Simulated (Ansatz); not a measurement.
Process, species as SMILES: F[C]F (closed-shell singlet) + 3 [H][H] (H2) → C (CH4) + 2 F (HF)
B3LYP-D3(BJ)/def2-TZVP geometries, fixed; electronic energies without zero-point terms.
Largest species:
```
C
H 1 1.0892
H 1 1.0892 2 109.47
H 1 1.0892 2 109.47 3 120.00
H 1 1.0892 2 109.47 3 -120.00
```

Basis-set convergence of the energy of full hydrogenation at HF with Ansatz (a quantum-chemistry and plane-wave program). Cartesian d functions, on some or all atoms, in 6-31G**; all else is spherical. A restricted Hartree-Fock determinant is unstable towards unrestricted orbitals. No added dispersion term, no relativity. Functions are those of the species that has most. Reference: the value in aug-cc-pVQZ, -111.50 kcal/mol, itself unsure by roughly 0.15 kcal/mol (its mean distance from def2-QZVPPD, pcseg-3, def2-QZVPP).

```csv
basis,functions,energy of full hydrogenation (kcal/mol)
3-21G,27,[?]
pcseg-0,27,-107.80
def2-SV(P),42,-93.77
6-31G**,45,[?]
def2-SVPD,66,[?]
aug-cc-pVDZ,69,-118.84
"6-311++G(2d,2p)",81,[?]
pcseg-2,90,-112.04
def2-TZVPP,93,-111.57
jun-cc-pV(T+d)Z,117,-112.15
aug-pcseg-2,138,-111.89
pcseg-3,192,-111.80
def2-QZVPPD,195,-111.62
```

**Question.** Complete the blanks.

**Answer.** 
- 3-21G, energy of full hydrogenation (kcal/mol): -96.63
- 6-31G**, energy of full hydrogenation (kcal/mol): -106.70
- def2-SVPD, energy of full hydrogenation (kcal/mol): -121.33
- 6-311++G(2d,2p), energy of full hydrogenation (kcal/mol): -116.79
